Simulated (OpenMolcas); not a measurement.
# BNH3 (SMILES B[NH]) at 5 levels

Wanted: a comparison of 5 runs (U-r2SCAN/def2-TZVPP, UB3LYP/def2-TZVPP, UBLYP/def2-TZVPP, UPBE0/def2-TZVPP, USVWN5/def2-TZVPP) of BNH3. 

The calculation is run with OpenMolcas 26.06.

### 1 The molecule

BNH3: 5 atoms, total charge 0, spin state doublet. As SMILES, `B[NH]`. The coordinates come from a PBE0-D4/def2-TZVP relaxation.

Bond lengths: B1–N2 1.329 Å, B1–H3 1.210 Å, B1–H4 1.204 Å, N2–H5 0.999 Å. Angles: B1–N2–H5 163.9°, N2–B1–H3 118.8°, N2–B1–H4 121.2°, H3–B1–H4 119.9°.

### 2 The energy at U-r2SCAN/def2-TZVPP (run 1)

mol.xyz

```xyz
5

B     -0.310800    -0.370100    -0.091600
N      0.531200     0.655200    -0.019800
H     -0.414800    -1.107400     0.862500
H     -0.964100    -0.573100    -1.081900
H      1.208400     1.321700     0.289300
```

mol.inp

```
&GATEWAY
  BasLib=$CurrDir
  Coord=mol.xyz
  Basis=def2-TZVPP
  Group=NoSym

&SEWARD
  GridInput
  Grid=UltraFine
  End of Grid

&SCF
  UHF
  Spin=2
  KSDFT=2
  1.0 MGGA_X_R2SCAN
  1.0 MGGA_C_R2SCAN
  Thresholds=1e-10 1e-07 1e-07 1e-05
  PrOrbitals=1 2
```

The basis set def2-TZVPP is read from a file made from the Basis Set Exchange's data (not shown).

Run with:

```
$ export MOLCAS_MEM=1860
$ pymolcas mol.inp > mol.log
```

The program printed:

```text
--- Start Module: gateway ---
[...]
--- Stop Module: gateway /rc=_RC_ALL_IS_WELL_ ---
--- Start Module: seward ---
[...]
      Basis functions          104
--- Stop Module: seward /rc=_RC_ALL_IS_WELL_ ---
[...]
--- Start Module: scf ---
[...]
       Convergence after  16 Iterations
[...]
::    Total KS-DFT energy                             -81.3340381701
[...]
      Total spin, S                                     0.5055346624
[...]
      Total electronic charge=   15.000000
      Total            charge=   -0.000000
[...]
      Dipole Moment (debye):
      Origin of the operator (angstrom)=    0.1371    0.1690   -0.0433
                   X=  9.1539E-01               Y=  9.0084E-01               Z=  4.1883E-01           Total=  1.3509E+00
      Quadrupole Moment (debye*angstrom):
[...]
--- Stop Module: scf /rc=_RC_ALL_IS_WELL_ ---
[...]
```

Wall time 53 s (1 thread of Intel Xeon 6975P-C (Granite Rapids), shared host); peak memory 0.59 GiB.

### 3 Energy and forces at UB3LYP/def2-TZVPP (run 2)

mol.input

```
&GATEWAY
  BasLib=$CurrDir
  Coord
  5
  bohr
  B     -0.58732688    -0.69938764    -0.17309891
  N      1.00382252     1.23814856    -0.03741658
  H     -0.78385840    -2.09268271     1.62988878
  H     -1.82188496    -1.08300204    -2.04449469
  H      2.28354505     2.49765102     0.54669777
  Basis=def2-TZVPP
  Group=NoSym

&SEWARD
  GridInput
  Grid=UltraFine
  End of Grid

&SCF
  UHF
  Spin=2
  KSDFT=B3LYP
  Thresholds=1e-10 1e-07 1e-07 1e-05
  PrOrbitals=1

&ALASKA
```

The basis set def2-TZVPP is read from a file made from the Basis Set Exchange's data (not shown).

Run with:

```
$ export MOLCAS_MEM=1860
$ pymolcas mol.input > mol.log
```

The program printed:

```text
--- Start Module: gateway ---
[...]
--- Stop Module: gateway /rc=_RC_ALL_IS_WELL_ ---
[...]
      Basis functions          104
[...]
--- Start Module: scf ---
[...]
       Convergence after  15 Iterations
[...]
::    Total KS-DFT energy                             -81.3938576097
[...]
      Total spin, S                                     0.5036585199
[...]
      Total electronic charge=   15.000000
      Total            charge=   -0.000000
[...]
      Dipole Moment (debye):
      Origin of the operator (angstrom)=    0.1371    0.1690   -0.0433
                   X=  8.9989E-01               Y=  8.7977E-01               Z=  4.2103E-01           Total=  1.3270E+00
      Quadrupole Moment (debye*angstrom):
[...]
--- Stop Module: scf /rc=_RC_ALL_IS_WELL_ ---
[...]
--- Start Module: alaska ---
[...]
 *              Molecular gradients               *
 **************************************************
  Irreducible representation: a
 ------------------------------------------------------------------------------------------
                              X                       Y                       Z
 ------------------------------------------------------------------------------------------
  B1                8.24273036503786E-04    7.94936484525444E-04    3.90141633322433E-04
  N2               -4.38008414220370E-04   -3.85373801523592E-04   -2.73454965745490E-04
  H3                2.46153165785745E-04   -6.47257751244634E-04    1.51820076710241E-03
  H4               -6.76312512364108E-04    2.40679233217467E-04   -1.73146205552088E-03
  H5                4.38947243486254E-05   -2.98416498756282E-06    9.65746208350104E-05
 ------------------------------------------------------------------------------------------
--- Stop Module: alaska /rc=_RC_ALL_IS_WELL_ ---
[...]
```

Run time: 39 s. Hardware: 1 thread of Intel Xeon 6975P-C (Granite Rapids), shared host; peak memory 0.59 GiB.

### 4 Energy and forces at UBLYP/def2-TZVPP (run 3)

mol.input

```
&GATEWAY
 BasLib
 $CurrDir
 Coord
 5
 angstrom
 B       -0.310800      -0.370100      -0.091600
 N        0.531200       0.655200      -0.019800
 H       -0.414800      -1.107400       0.862500
 H       -0.964100      -0.573100      -1.081900
 H        1.208400       1.321700       0.289300
 Basis
 def2-TZVPP
 Group
 NoSym

&SEWARD
 GridInput
 Grid=UltraFine
 End of Grid

&SCF
 UHF
 Spin
 2
 KSDFT
 BLYP
 Thresholds
 1e-10 1e-07 1e-07 1e-05
 PrOrbitals
 1

&ALASKA
```

The basis set def2-TZVPP is read from a file made from the Basis Set Exchange's data (not shown).

Run with:

```
$ export MOLCAS_MEM=1860
$ pymolcas mol.input > mol.log
```

The program printed:

```text
--- Start Module: gateway ---
[...]
--- Stop Module: gateway /rc=_RC_ALL_IS_WELL_ ---
[...]
      Basis functions          104
[...]
--- Start Module: scf ---
[...]
       Convergence after  15 Iterations
[...]
::    Total KS-DFT energy                             -81.3559939719
[...]
      Total spin, S                                     0.5025119482
[...]
      Total electronic charge=   15.000000
      Total            charge=   -0.000000
[...]
      Dipole Moment (debye):
      Origin of the operator (angstrom)=    0.1371    0.1690   -0.0433
                   X=  8.3749E-01               Y=  7.9820E-01               Z=  4.2437E-01           Total=  1.2323E+00
      Quadrupole Moment (debye*angstrom):
[...]
--- Stop Module: scf /rc=_RC_ALL_IS_WELL_ ---
[...]
--- Start Module: alaska ---
[...]
 *              Molecular gradients               *
 **************************************************
  Irreducible representation: a
 ------------------------------------------------------------------------------------------
                              X                       Y                       Z
 ------------------------------------------------------------------------------------------
  B1               -1.48553139717045E-03   -2.18970369744920E-03    4.64743207629514E-04
  N2                2.53635980255940E-03    2.14481071392658E-03    1.70965680581414E-03
  H3                1.38342887216725E-03    2.35449917954278E-03   -9.34574058482518E-04
  H4                1.79111546814803E-03    1.83373316456009E-03    7.06307364917391E-04
  H5               -4.22537274571999E-03   -4.14333936052991E-03   -1.94613331987625E-03
 ------------------------------------------------------------------------------------------
--- Stop Module: alaska /rc=_RC_ALL_IS_WELL_ ---
[...]
```

Wall time 40 s (1 thread of Intel Xeon 6975P-C (Granite Rapids), shared host); peak memory 0.59 GiB.

Run 4 isn't shown in full; the table further down has it.

### 5 Energy and gradient at USVWN5/def2-TZVPP (run 5)

mol.input

```
&GATEWAY
  BASLIB=$CurrDir
  COORD
  5
  angstrom
  B       -0.310800      -0.370100      -0.091600
  N        0.531200       0.655200      -0.019800
  H       -0.414800      -1.107400       0.862500
  H       -0.964100      -0.573100      -1.081900
  H        1.208400       1.321700       0.289300
  BASIS=def2-TZVPP
  GROUP=NoSym

&SEWARD
  GRIDINPUT
  Grid=UltraFine
  End of Grid

&SCF
  UHF
  SPIN=2
  KSDFT=SVWN5
  THRESHOLDS=1e-10 1e-07 1e-07 1e-05
  PRORBITALS=1 1

&ALASKA
```

The basis set def2-TZVPP is read from a file made from the Basis Set Exchange's data (not shown).

Run with:

```
$ export MOLCAS_MEM=1860
$ pymolcas mol.input > mol.log
```

The program printed:

```text
--- Start Module: gateway ---
[...]
--- Stop Module: gateway /rc=_RC_ALL_IS_WELL_ ---
[...]
      Basis functions          104
[...]
--- Start Module: scf ---
[...]
       Convergence after  15 Iterations
[...]
::    Total KS-DFT energy                             -80.6219304600
[...]
      Total spin, S                                     0.5020902226
[...]
      Total electronic charge=   15.000000
      Total            charge=   -0.000000
[...]
      Dipole Moment (debye):
      Origin of the operator (angstrom)=    0.1371    0.1690   -0.0433
                   X=  7.6452E-01               Y=  6.9567E-01               Z=  4.3967E-01           Total=  1.1233E+00
      Quadrupole Moment (debye*angstrom):
[...]
--- Stop Module: scf /rc=_RC_ALL_IS_WELL_ ---
[...]
--- Start Module: alaska ---
[...]
 *              Molecular gradients               *
 **************************************************
  Irreducible representation: a
 ------------------------------------------------------------------------------------------
                              X                       Y                       Z
 ------------------------------------------------------------------------------------------
  B1               -1.64369762493761E-02   -2.04742254918244E-02   -6.81503128056038E-04
  N2                1.75136163589240E-02    2.00019326165606E-02    3.58343285161533E-03
  H3                1.65623299424411E-03    4.47081779151226E-03   -3.72604155370104E-03
  H4                3.96701346475514E-03    2.62674538266661E-03    3.82036325163271E-03
  H5               -6.69988656852727E-03   -6.62527029888027E-03   -2.99625142147764E-03
 ------------------------------------------------------------------------------------------
--- Stop Module: alaska /rc=_RC_ALL_IS_WELL_ ---
[...]
```

It took 27 s on 1 thread of Intel Xeon 6975P-C (Granite Rapids), shared host; peak memory 0.59 GiB.

### 6 All runs side by side

```
run                level      task  energy (Eh)  dipole moment (D)  HOMO energy (eV)  LUMO energy (eV)  wall time
  1  U-r2SCAN/def2-TZVPP    energy   -81.334038               1.35             -6.79             -3.83       53 s
  2    UB3LYP/def2-TZVPP  gradient   -81.393858               1.33             -7.60             -3.55       39 s
  3     UBLYP/def2-TZVPP  gradient   -81.355994               1.23             -6.20             -4.44       40 s
  4     UPBE0/def2-TZVPP  gradient   -81.276937               1.38             -7.87             -3.10       40 s
  5    USVWN5/def2-TZVPP  gradient   -80.621930               1.12             -6.22             -4.86       27 s
```

### 7 Outcome

| quantity | value |
| --- | --- |
| run 5: total energy | -80.62193 Eh |
| run 5: dipole moment | 1.12 D |
| run 5: HOMO energy (highest over α and β) | -6.22 eV |
| run 5: LUMO energy (lowest over α and β) | -4.86 eV |
| run 5: ⟨S²⟩ | 0.754 |
| run 5: largest force on an atom | 1.379 eV/Å |

**Reading.** The dipole moment (its size) runs from 1.12 D (USVWN5/def2-TZVPP) to 1.38 D (UPBE0/def2-TZVPP). Totals of different functionals can't be ranked against each other. All runs together took 3.3 min, the longest 53 s.
